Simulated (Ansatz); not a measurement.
A nudged elastic band was laid between two geometries of H2O2 (4 atoms, charge 0, multiplicity 1).

Theory: Ansatz 0.2.0, RKS PBE-D4/def2-SVP.

* movable images: 9
* climbing image: yes
* spring: 5.0 eV/Å²
* optimiser: quadratic models (default)
* start path: through a guess of the saddle point
* force threshold: 0.05 eV/Å
* iteration limit: 60
* end points: relaxed

Image 0:

```xyz
4
Properties=species:S:1:pos:R:3
O -0.485 -0.595 0.007
O 0.074 0.733 0.216
H 0.176 -1.130 0.493
H 0.234 0.992 -0.716
```

Image 10:

```xyz
4
Properties=species:S:1:pos:R:3
O -0.073 -0.733 -0.216
O 0.485 0.595 -0.007
H -0.235 -0.992 0.716
H -0.177 1.130 -0.493
```

Question: Which bonds break or form, and what moves?

Answer: No bond is made or broken. The dihedral H3–O1–O2–H4 goes from 119 to -119°. The two ends are copies of one structure, up to a mirror image or an exchange of like atoms.

Question: What energy profile does the band end with?

Answer: The forces met the threshold. The highest image is number 4 of 0 to 10, 0.6 kcal/mol above the ends, which have the same energy within 2 meV. A vibrational analysis at the climbing image gives one clearly imaginary mode, 267i cm⁻¹: a first-order saddle point.

| image | path coordinate (Å) | energy (kcal/mol) | dihedral H3–O1–O2–H4 (°) |
| --- | --- | --- | --- |
| 0 | 0.00 | 0.0 | 119 |
| 1 | 0.13 | 0.1 | 135 |
| 2 | 0.26 | 0.3 | 150 |
| 3 | 0.39 | 0.5 | 166 |
| 4 | 0.52 | 0.6 | -179 |
| 5 | 0.60 | 0.6 | -169 |
| 6 | 0.69 | 0.5 | -159 |
| 7 | 0.77 | 0.3 | -149 |
| 8 | 0.86 | 0.2 | -139 |
| 9 | 0.94 | 0.1 | -129 |
| 10 | 1.03 | 0.0 | -119 |

Question: What is the geometry of the highest image?

Answer: 
```xyz
4
Properties=species:S:1:pos:R:3
O -0.289 -0.657 -0.154
O 0.296 0.655 0.150
H -0.025 -1.116 0.667
H 0.017 1.118 -0.663
```

Question: What are the harmonic wavenumbers there?

Answer: 267i, 917, 1197, 1483, 3690, 3699 cm⁻¹.

The run took 40 s on 1 thread of Arm Neoverse N1, with other jobs on the host, peak memory 0.082 GiB.
